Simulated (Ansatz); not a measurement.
**Worked example: SbH4, doublet against SbH4⁻, triplet**

Geometry (PBE0/def2-TZVPD stationary point of a triplet), kept for both states:

```xyz
5

Sb    0.0000    0.0000    0.0000
H     0.3559    1.2939    1.3069
H    -0.5350   -1.2776    1.2611
H    -0.3466    1.2804   -1.3226
H     0.5257   -1.2967   -1.2454
```

Basis def2-SVPD with its core potentials; Ansatz 0.2.0. Correlated methods freeze the noble-gas cores and the filled d shells of p-block atoms. R marks a restricted (for open shells ROHF) determinant, U an unrestricted one. No spin–orbit coupling is included; scalar relativity enters through the core potentials alone.

Full CI isn't at hand for all of this; UCCSDT(Q) serves as the reference, and is uncertain by the last step of the cluster series or more.

Unrestricted rows (U, and Kohn–Sham where it breaks symmetry) aren't spin-pure: their determinants' ⟨S²⟩ exceeds S(S+1) by up to 0.17, so they mix in states of higher spin. The highest occupied Kohn–Sham level of the anion is positive, up to +1.71 eV, so in those functionals the extra electron is held by the basis alone, which enters their differences from the reference.

| level | E(SbH4⁻, triplet) (hartree) | E(SbH4, doublet) (hartree) |
| --- | --- | --- |
| UHF | -241.413638 | -241.399556 |
| UMP2 | -241.553191 | -241.532509 |
| UCCSD(T) | -241.595275 | -241.575974 |
| PBE | -242.501380 | -242.471045 |
| wB97M-V | -242.439011 | -242.412105 |
| UCCSDT(Q) | -241.596847 | -241.577722 |

Question: Give the vertical gap, SbH4 doublet less SbH4⁻ triplet, at each level in eV (1 hartree = 27.2114 eV), and each error against UCCSDT(Q).

Answer: UCCSDT(Q): (-241.577722 − (-241.596847)) × 27.2114 = 0.520 eV (the reference)
wB97M-V: (-242.412105 − (-242.439011)) × 27.2114 = 0.732 eV, error 0.212 eV
PBE: (-242.471045 − (-242.501380)) × 27.2114 = 0.825 eV, error 0.305 eV
UCCSD(T): (-241.575974 − (-241.595275)) × 27.2114 = 0.525 eV, error 0.005 eV
UMP2: (-241.532509 − (-241.553191)) × 27.2114 = 0.563 eV, error 0.043 eV
UHF: (-241.399556 − (-241.413638)) × 27.2114 = 0.383 eV, error -0.137 eV

Total energies of functionals can't be set beside those of wave-function methods, since they hold the core's correlation and their own absolute errors; only the differences compare.

In so small a basis the reference is far from its limit while semilocal and hybrid functionals are nearer theirs, so the functionals' errors here hold much of the reference's basis and frozen-core error, which can add to them or hide them.

Each level lands on the state that its own search finds. T1 diagnostics of restricted CCSD: 0.031 and 0.017.
